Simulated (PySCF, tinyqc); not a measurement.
Inside a calculation. Method: FCI on RHF in the sto-3g basis, frozen core, for HF, spin multiplicity 1. The lowest restricted solution is unstable here: a spin-polarised one lies 0.0001 hartree lower (PySCF). Computed by tinyqc, a small Python program that keeps every step (integrals from PySCF). Settings: charge = 0, multiplicity = 1, basis = sto-3g, method = RHF, frozen orbitals = 1, energy threshold = 1e-10, iteration cap = 67, orthogonalisation = canonical, start = Wolfsberg-Helmholz matrix, DIIS depth = 6, ci = FCI. Command: `OMP_NUM_THREADS=1 python tinyqc.py 23105 23106 out.jsonl` (the two numbers bound the seeds that draw the settings). One thread of a shared host (Intel(R) Xeon(R) Processor @ 2.60GHz), about 0.1 s of CPU time with the checks. Later iterations appear only in the table of the cycle.

## One-electron integrals

Geometry (angstrom):

| atom | x | y | z |
|---|---|---|---|
| F | 0.0000 | 0.0000 | 0.0000 |
| H | 0.0000 | 0.0000 | 1.2100 |

Basis sto-3g: exponents (1/bohr^2) and contraction coefficients of normalised primitives:

| element | l (shell) | exponent | coefficient |
|---|---|---|---|
| F | s (1) | 166.6791 | 0.1543 |
| F | s (1) | 30.3608 | 0.5353 |
| F | s (1) | 8.2168 | 0.4446 |
| F | s (2) | 6.4648 | -0.1000 |
| F | s (2) | 1.5023 | 0.3995 |
| F | s (2) | 0.4886 | 0.7001 |
| F | p (3) | 6.4648 | 0.1559 |
| F | p (3) | 1.5023 | 0.6077 |
| F | p (3) | 0.4886 | 0.3920 |
| H | s (1) | 3.4253 | 0.1543 |
| H | s (1) | 0.6239 | 0.5353 |
| H | s (1) | 0.1689 | 0.4446 |

Overlap, kinetic and nuclear-attraction integrals over the contracted functions; the nuclear repulsion is the sum of Za Zb / Rab.

nuclear repulsion = 3.936029 hartree

overlap S:
```
         1F 1s   1F 2s  1F 2px  1F 2py  1F 2pz   2H 1s
1F 1s   1.0000  0.2380  0.0000  0.0000  0.0000  0.0246
1F 2s   0.2380  1.0000  0.0000  0.0000  0.0000  0.2785
1F 2px  0.0000  0.0000  1.0000  0.0000  0.0000  0.0000
1F 2py  0.0000  0.0000  0.0000  1.0000  0.0000  0.0000
1F 2pz  0.0000  0.0000  0.0000  0.0000  1.0000  0.2427
2H 1s   0.0246  0.2785  0.0000  0.0000  0.2427  1.0000
```

kinetic energy T (hartree):
```
          1F 1s    1F 2s  1F 2px  1F 2py  1F 2pz    2H 1s
1F 1s   36.9846  -0.2129  0.0000  0.0000  0.0000  -0.0075
1F 2s   -0.2129   1.0380  0.0000  0.0000  0.0000   0.0215
1F 2px   0.0000   0.0000  3.2480  0.0000  0.0000   0.0000
1F 2py   0.0000   0.0000  0.0000  3.2480  0.0000   0.0000
1F 2pz   0.0000   0.0000  0.0000  0.0000  3.2480   0.0983
2H 1s   -0.0075   0.0215  0.0000  0.0000  0.0983   0.7600
```

nuclear attraction V (hartree):
```
           1F 1s     1F 2s    1F 2px    1F 2py    1F 2pz    2H 1s
1F 1s   -77.4469   -9.2809    0.0000    0.0000   -0.0086  -0.9821
1F 2s    -9.2809  -11.9782    0.0000    0.0000   -0.1076  -2.3870
1F 2px    0.0000    0.0000  -11.8668    0.0000    0.0000   0.0000
1F 2py    0.0000    0.0000    0.0000  -11.8668    0.0000   0.0000
1F 2pz   -0.0086   -0.1076    0.0000    0.0000  -11.9235  -1.7897
2H 1s    -0.9821   -2.3870    0.0000    0.0000   -1.7897  -5.1099
```

core Hamiltonian H = T + V (hartree):
```
           1F 1s     1F 2s   1F 2px   1F 2py   1F 2pz    2H 1s
1F 1s   -40.4623   -9.4937   0.0000   0.0000  -0.0086  -0.9896
1F 2s    -9.4937  -10.9402   0.0000   0.0000  -0.1076  -2.3654
1F 2px    0.0000    0.0000  -8.6188   0.0000   0.0000   0.0000
1F 2py    0.0000    0.0000   0.0000  -8.6188   0.0000   0.0000
1F 2pz   -0.0086   -0.1076   0.0000   0.0000  -8.6755  -1.6914
2H 1s    -0.9896   -2.3654   0.0000   0.0000  -1.6914  -4.3499
```

## Two-electron integrals

Functions are numbered as in S; the eight-fold symmetry (ij|kl) = (ji|kl) = (kl|ij) leaves the list below.

Two-electron integrals (ij|kl) in chemists' order, unique and non-zero (hartree):
```
(11|11) 5.4035   (21|11) 0.8419   (21|21) 0.1563   (22|11) 1.2680
(22|21) 0.2923   (22|22) 0.9262   (31|31) 0.0280   (32|31) 0.0432
(32|32) 0.2046   (33|11) 1.2645   (33|21) 0.2924   (33|22) 0.9260
(33|33) 0.9975   (41|41) 0.0280   (42|41) 0.0432   (42|42) 0.2046
(43|43) 0.0538   (44|11) 1.2645   (44|21) 0.2924   (44|22) 0.9260
(44|33) 0.8900   (44|44) 0.9975   (51|51) 0.0280   (52|51) 0.0432
(52|52) 0.2046   (53|53) 0.0538   (54|54) 0.0538   (55|11) 1.2645
(55|21) 0.2924   (55|22) 0.9260   (55|33) 0.8900   (55|44) 0.8900
(55|55) 0.9975   (61|11) 0.0880   (61|21) 0.0162   (61|22) 0.0302
(61|33) 0.0301   (61|44) 0.0301   (61|51) 0.0006   (61|52) 0.0012
(61|55) 0.0303   (61|61) 0.0017   (62|11) 0.2425   (62|21) 0.0567
(62|22) 0.2030   (62|33) 0.1999   (62|44) 0.1999   (62|51) 0.0038
(62|52) 0.0312   (62|55) 0.2089   (62|61) 0.0060   (62|62) 0.0566
(63|31) 0.0057   (63|32) 0.0347   (63|53) 0.0064   (63|63) 0.0081
(64|41) 0.0057   (64|42) 0.0347   (64|54) 0.0064   (64|64) 0.0081
(65|11) 0.1732   (65|21) 0.0410   (65|22) 0.1571   (65|33) 0.1506
(65|44) 0.1506   (65|51) 0.0081   (65|52) 0.0573   (65|55) 0.1700
(65|61) 0.0045   (65|62) 0.0539   (65|65) 0.0591   (66|11) 0.4313
(66|21) 0.1025   (66|22) 0.4241   (66|33) 0.4110   (66|44) 0.4110
(66|51) 0.0079   (66|52) 0.0918   (66|55) 0.4500   (66|61) 0.0109
(66|62) 0.1585   (66|65) 0.1762   (66|66) 0.7746
```

## Orthogonalisation

S = U s U^T; canonical form X = U s^(-1/2), so that X^T S X = 1. Each column of U has its largest component positive (the first on a tie).

eigenvalues of S: 0.5932  0.8506  1.0000  1.0000  1.1283  1.4279

X:
```
              1        2        3       4        5       6
1F 1s    0.4164   0.6968   0.0000  0.0000  -0.5536  0.3112
1F 2s   -0.7951  -0.3978   0.0000  0.0000  -0.3316  0.5065
1F 2px   0.0000   0.0000   0.9585  0.2851   0.0000  0.0000
1F 2py   0.0000   0.0000  -0.2851  0.9585   0.0000  0.0000
1F 2pz  -0.4807   0.6210   0.0000  0.0000   0.6060  0.2906
2H 1s    0.8058  -0.3822   0.0000  0.0000   0.3204  0.5124
```

Within a degenerate level the vectors are fixed only up to a rotation; this is one choice.

## Starting guess

The start is the generalised Wolfsberg-Helmholz matrix (K = 1.75) built on H; D = 2 C_occ C_occ^T.

D at the start:
```
          1F 1s    1F 2s  1F 2px  1F 2py   1F 2pz    2H 1s
1F 1s    2.1013  -0.4261  0.0000  0.0000   0.0534  -0.1246
1F 2s   -0.4261   1.8139  0.0000  0.0000  -0.1994   0.3804
1F 2px   0.0000   0.0000  2.0000  0.0000   0.0000   0.0000
1F 2py   0.0000   0.0000  0.0000  2.0000   0.0000   0.0000
1F 2pz   0.0534  -0.1994  0.0000  0.0000   1.8744   0.1980
2H 1s   -0.1246   0.3804  0.0000  0.0000   0.1980   0.1115
```

## Iteration 1: building the Fock matrix

J_ij = sum D_kl (ij|kl), K_ij = sum D_kl (ik|jl); F = H + J - 0.5 K; E = tr D H + tr D J / 2 - 0.25 tr D K + E_nn.

Coulomb J (hartree):
```
          1F 1s    1F 2s  1F 2px  1F 2py   1F 2pz   2H 1s
1F 1s   20.6441   3.9506  0.0000  0.0000  -0.0074  0.4099
1F 2s    3.9506   9.7911  0.0000  0.0000  -0.0207  2.0891
1F 2px   0.0000   0.0000  9.7806  0.0000   0.0000  0.0000
1F 2py   0.0000   0.0000  0.0000  9.7806   0.0000  0.0000
1F 2pz  -0.0074  -0.0207  0.0000  0.0000   9.7859  1.5959
2H 1s    0.4099   2.0891  0.0000  0.0000   1.5959  4.3138
```

exchange K (hartree):
```
          1F 1s    1F 2s  1F 2px  1F 2py   1F 2pz   2H 1s
1F 1s   11.0755   1.9485  0.0000  0.0000   0.0046  0.2070
1F 2s    1.9485   3.1200  0.0000  0.0000  -0.0828  0.7920
1F 2px   0.0000   0.0000  2.6249  0.0000   0.0000  0.0000
1F 2py   0.0000   0.0000  0.0000  2.6249   0.0000  0.0000
1F 2pz   0.0046  -0.0828  0.0000  0.0000   2.5934  0.5233
2H 1s    0.2070   0.7920  0.0000  0.0000   0.5233  0.4973
```

Fock matrix F (hartree):
```
           1F 1s    1F 2s   1F 2px   1F 2py   1F 2pz    2H 1s
1F 1s   -25.3560  -6.5173   0.0000   0.0000  -0.0183  -0.6832
1F 2s    -6.5173  -2.7091   0.0000   0.0000  -0.0868  -0.6723
1F 2px    0.0000   0.0000  -0.1507   0.0000   0.0000   0.0000
1F 2py    0.0000   0.0000   0.0000  -0.1507   0.0000   0.0000
1F 2pz   -0.0183  -0.0868   0.0000   0.0000  -0.1863  -0.3571
2H 1s    -0.6832  -0.6723   0.0000   0.0000  -0.3571  -0.2847
```

total energy of this density = -98.188759 hartree

## Iteration 1: diagonalisation and new density

Diagonalise F' = X^T F X, C = X C', fill 5 alpha and 5 beta electrons from the bottom; D = 2 C_occ C_occ^T. Each column has its largest component positive (the first on a tie).

F' = X^T F X (hartree):
```
         1        2        3        4         5        6
1  -1.4009  -3.8607   0.0000   0.0000    3.6065  -2.3195
2  -3.8607  -8.8851   0.0000   0.0000    9.2126  -6.4175
3   0.0000   0.0000  -0.1507   0.0000    0.0000   0.0000
4   0.0000   0.0000   0.0000  -0.1507    0.0000   0.0000
5   3.6065   9.2126   0.0000   0.0000  -10.2667   7.2116
6  -2.3195  -6.4175   0.0000   0.0000    7.2116  -5.9970
```

orbital energies (hartree): MO1 -25.3665, MO2 -1.1471, MO3 -0.3441, MO4 -0.1507, MO5 -0.1507, MO6 0.3079

coefficients C:
```
            MO1      MO2      MO3      MO4     MO5      MO6
1F 1s    0.9946  -0.2481   0.0837   0.0000  0.0000   0.0672
1F 2s    0.0221   0.9399  -0.3826   0.0000  0.0000  -0.3558
1F 2px   0.0000   0.0000   0.0000  -0.0783  0.9969   0.0000
1F 2py   0.0000   0.0000   0.0000   0.9969  0.0783   0.0000
1F 2pz   0.0016   0.0970   0.7144   0.0000  0.0000  -0.7406
2H 1s   -0.0037   0.2050   0.5279   0.0000  0.0000   0.9164
```

D after iteration 1:
```
          1F 1s    1F 2s  1F 2px  1F 2py   1F 2pz    2H 1s
1F 1s    2.1156  -0.4864  0.0000  0.0000   0.0747  -0.0207
1F 2s   -0.4864   2.0608  0.0000  0.0000  -0.3642  -0.0187
1F 2px   0.0000   0.0000  2.0000  0.0000   0.0000   0.0000
1F 2py   0.0000   0.0000  0.0000  2.0000   0.0000   0.0000
1F 2pz   0.0747  -0.3642  0.0000  0.0000   1.0396   0.7941
2H 1s   -0.0207  -0.0187  0.0000  0.0000   0.7941   0.6415
```

Within a degenerate level the vectors are fixed only up to a rotation; this is one choice.

## Iteration 7 (converged): orbitals

converged F (hartree):
```
           1F 1s    1F 2s   1F 2px   1F 2py   1F 2pz    2H 1s
1F 1s   -25.9152  -6.6252   0.0000   0.0000  -0.0159  -0.6987
1F 2s    -6.6252  -3.0184   0.0000   0.0000  -0.0278  -0.6785
1F 2px    0.0000   0.0000  -0.4630   0.0000   0.0000   0.0000
1F 2py    0.0000   0.0000   0.0000  -0.4630   0.0000   0.0000
1F 2pz   -0.0159  -0.0278   0.0000   0.0000  -0.2258  -0.4412
2H 1s    -0.6987  -0.6785   0.0000   0.0000  -0.4412  -0.3083
```

As before.

F' = X^T F X (hartree):
```
         1        2        3        4         5        6
1  -1.5395  -4.1058   0.0000   0.0000    3.5890  -2.3019
2  -4.1058  -9.1453   0.0000   0.0000    9.3465  -6.5097
3   0.0000   0.0000  -0.4630   0.0000    0.0000   0.0000
4   0.0000   0.0000   0.0000  -0.4630    0.0000   0.0000
5   3.5890   9.3465   0.0000   0.0000  -10.5799   7.3719
6  -2.3019  -6.5097   0.0000   0.0000    7.3719  -6.1894
```

orbital energies (hartree): MO1 -25.9245, MO2 -1.4169, MO3 -0.4939, MO4 -0.4630, MO5 -0.4630, MO6 0.3812

coefficients C:
```
            MO1      MO2      MO3      MO4     MO5      MO6
1F 1s    0.9950  -0.2578   0.0530   0.0000  0.0000   0.0554
1F 2s    0.0207   0.9936  -0.2711   0.0000  0.0000  -0.3095
1F 2px   0.0000   0.0000   0.0000  -0.0389  0.9992   0.0000
1F 2py   0.0000   0.0000   0.0000   0.9992  0.0389   0.0000
1F 2pz   0.0014   0.0281   0.6856   0.0000  0.0000  -0.7730
2H 1s   -0.0032   0.1026   0.5927   0.0000  0.0000   0.8937
```

D after iteration 7:
```
          1F 1s    1F 2s  1F 2px  1F 2py   1F 2pz    2H 1s
1F 1s    2.1185  -0.4999  0.0000  0.0000   0.0608   0.0035
1F 2s   -0.4999   2.1224  0.0000  0.0000  -0.3157  -0.1176
1F 2px   0.0000   0.0000  2.0000  0.0000   0.0000   0.0000
1F 2py   0.0000   0.0000  0.0000  2.0000   0.0000   0.0000
1F 2pz   0.0608  -0.3157  0.0000  0.0000   0.9416   0.8184
2H 1s    0.0035  -0.1176  0.0000  0.0000   0.8184   0.7236
```

Within a degenerate level the vectors are fixed only up to a rotation; this is one choice.

## Convergence

Stop when the energy changes by less than 1e-10 hartree and every element of the error matrix X^T (F D S - S D F) X is below 3e-06.

Course of the cycle:

| iteration | E (hartree) | change | largest element of the error matrix |
|---|---|---|---|
| 1 | -98.188759 | - | 4.79e-01 |
| 2 | -98.513071 | -3.24e-01 | 1.02e-01 |
| 3 | -98.519672 | -6.60e-03 | 1.42e-02 |
| 4 | -98.519800 | -1.28e-04 | 1.26e-03 |
| 5 | -98.519802 | -1.71e-06 | 1.46e-05 |
| 6 | -98.519802 | -2.51e-10 | 2.46e-07 |
| 7 | -98.519802 | 1.42e-14 | 3.25e-11 |

PySCF RHF in the same basis = -98.519802 hartree

Converged in 7 iterations.

## Populations, bond orders and dipole

Mulliken: Z minus the diagonal of D S on the atom; Loewdin: the same with S^(1/2) D S^(1/2); Mayer order: 2 sum_s sum (D(s) S)_ij (D(s) S)_ji over the two atoms.

Charges (e):

| atom | Mulliken | Loewdin |
|---|---|---|
| 1F | -0.1104 | -0.0905 |
| 2H | 0.1104 | 0.0905 |

Mayer bond orders:

| pair | order |
|---|---|
| 2-1 | 0.9878 |

dipole moment about the origin, x y z (debye): 0.0000  0.0000  1.0476

## Integrals over molecular orbitals

(pq|rs) = sum C_ip C_jq C_kr C_ls (ij|kl), one index at a time.

one-electron integrals over orbitals h = C^T H C (hartree):
```
          1        2        3        4        5        6
1  -40.4450   0.7211  -0.1398   0.0000   0.0000  -0.1515
2    0.7211  -9.1247   0.5047   0.0000   0.0000   0.8224
3   -0.1398   0.5047  -6.8873   0.0000   0.0000   2.2218
4    0.0000   0.0000   0.0000  -8.6188   0.0000   0.0000
5    0.0000   0.0000   0.0000   0.0000  -8.6188   0.0000
6   -0.1515   0.8224   2.2218   0.0000   0.0000  -6.0081
```

Two-electron integrals over orbitals (pq|rs), unique and non-zero (hartree); the lowest 1 orbital is frozen and left out:
```
(22|22) 0.8704    (32|22) -0.0444   (32|32) 0.1378    (33|22) 0.6989
(33|32) -0.0171   (33|33) 0.6846    (42|42) 0.1887    (43|42) -0.0295
(43|43) 0.0364    (44|22) 0.8935    (44|32) -0.0679   (44|33) 0.6859
(44|44) 0.9975    (52|52) 0.1887    (53|52) -0.0295   (53|53) 0.0364
(54|54) 0.0538    (55|22) 0.8935    (55|32) -0.0679   (55|33) 0.6859
(55|44) 0.8900    (55|55) 0.9975    (62|22) -0.0900   (62|32) -0.0741
(62|33) -0.0231   (62|44) -0.0888   (62|55) -0.0888   (62|62) 0.0917
(63|22) -0.2301   (63|32) 0.0827    (63|33) -0.0962   (63|44) -0.2412
(63|55) -0.2412   (63|62) 0.0388    (63|63) 0.2263    (64|42) -0.0298
(64|43) -0.0216   (64|64) 0.0293    (65|52) -0.0298   (65|53) -0.0216
(65|65) 0.0293    (66|22) 0.6435    (66|32) 0.0483    (66|33) 0.6515
(66|44) 0.6269    (66|55) 0.6269    (66|62) -0.0552   (66|63) -0.0249
(66|66) 0.6795
```

## FCI: determinants and Hamiltonian

one-electron integrals dressed by the frozen orbital, h + 2 (pq|11) - (p1|1q) (hartree):
```
         2        3        4        5        6
2  -6.7438   0.2740   0.0000   0.0000   0.5144
3   0.2740  -5.1091   0.0000   0.0000   1.4036
4   0.0000   0.0000  -6.1203   0.0000   0.0000
5   0.0000   0.0000   0.0000  -6.1203   0.0000
6   0.5144   1.4036   0.0000   0.0000  -4.3399
```

energy of the frozen orbital, 2 h_11 + (11|11) = -75.525656 hartree

Hartree-Fock energy = -98.519802 hartree

Slater-Condon rules over spin orbitals, with the nuclear repulsion and the energy of the frozen orbital added and E(HF) subtracted on the diagonal. Only determinants linked to the reference directly or through others are kept (one block of an abelian symmetry group), so some states are absent.

Occupation strings over the orbitals (2 doubly, a alpha, b beta, 0 empty; spin orbitals ordered 1a 1b 2a 2b ...): 222220 22a22b 2a222b 22b22a 2b222a 222202 222022 220222 2ab222 2ba222 202222

H - E(HF) between determinants (hartree):
```
         222220   22a22b   2a222b   22b22a   2b222a   222202   222022   220222
222220   0.0000   0.0000   0.0000   0.0000   0.0000   0.0293   0.0293   0.2263
22a22b   0.0000   0.4499  -0.0095  -0.2263  -0.0388   0.0216   0.0216   0.0713
2a222b   0.0000  -0.0095   1.2463  -0.0388  -0.0917   0.0298   0.0298  -0.0827
22b22a   0.0000  -0.2263  -0.0388   0.4499  -0.0095  -0.0216  -0.0216  -0.0713
2b222a   0.0000  -0.0388  -0.0917  -0.0095   1.2463  -0.0298  -0.0298   0.0827
222202   0.0293   0.0216   0.0298  -0.0216  -0.0298   0.9163   0.0538   0.0364
222022   0.0293   0.0216   0.0298  -0.0216  -0.0298   0.0538   0.9163   0.0364
220222   0.2263   0.0713  -0.0827  -0.0713   0.0827   0.0364   0.0364   0.9610
2ab222  -0.0388   0.0827  -0.2052  -0.0321   0.0741   0.0295   0.0295   0.0749
2ba222   0.0388  -0.0321   0.0741   0.0827  -0.2052  -0.0295  -0.0295  -0.0749
202222   0.0917   0.0741   0.0348  -0.0741  -0.0348   0.1887   0.1887   0.1378

         2ab222   2ba222   202222
222220  -0.0388   0.0388   0.0917
22a22b   0.0827  -0.0321   0.0741
2a222b  -0.2052   0.0741   0.0348
22b22a  -0.0321   0.0827  -0.0741
2b222a   0.0741  -0.2052  -0.0348
222202   0.0295  -0.0295   0.1887
222022   0.0295  -0.0295   0.1887
220222   0.0749  -0.0749   0.1378
2ab222   1.7795  -0.1378   0.1023
2ba222  -0.1378   1.7795  -0.1023
202222   0.1023  -0.1023   2.7555
```

## FCI: roots

Diagonalise (each vector has its largest component positive (the first on a tie)); all determinants have Ms = 0, so triplets appear too. The lowest singlet root is the correlation energy.

lowest roots of this matrix, relative to E(HF) (hartree): -0.0565  0.2197  0.6338  0.8626  0.8926  1.0160  1.1228  1.2541

lowest vectors:
```
         root 1   root 2   root 3   root 4
222220   0.9736   0.0000  -0.0813   0.0000
22a22b   0.0207   0.7060   0.6764   0.0000
2a222b  -0.0068   0.0334  -0.0791   0.0000
22b22a  -0.0207   0.7060  -0.6764   0.0000
2b222a   0.0068   0.0334   0.0791   0.0000
222202  -0.0181   0.0000  -0.0200   0.7071
222022  -0.0181   0.0000  -0.0200  -0.7071
220222  -0.2204   0.0000  -0.2380   0.0000
2ab222   0.0270  -0.0220  -0.0641   0.0000
2ba222  -0.0270  -0.0220   0.0641   0.0000
202222  -0.0214   0.0000  -0.0159   0.0000
```

<S^2> of these roots: 0.0000  2.0000  0.0000  0.0000  0.0000  0.0000  2.0000  0.0000

weight of the ground state by excitation level 0, 1, 2, ...: 0.9479  0.0009  0.0511
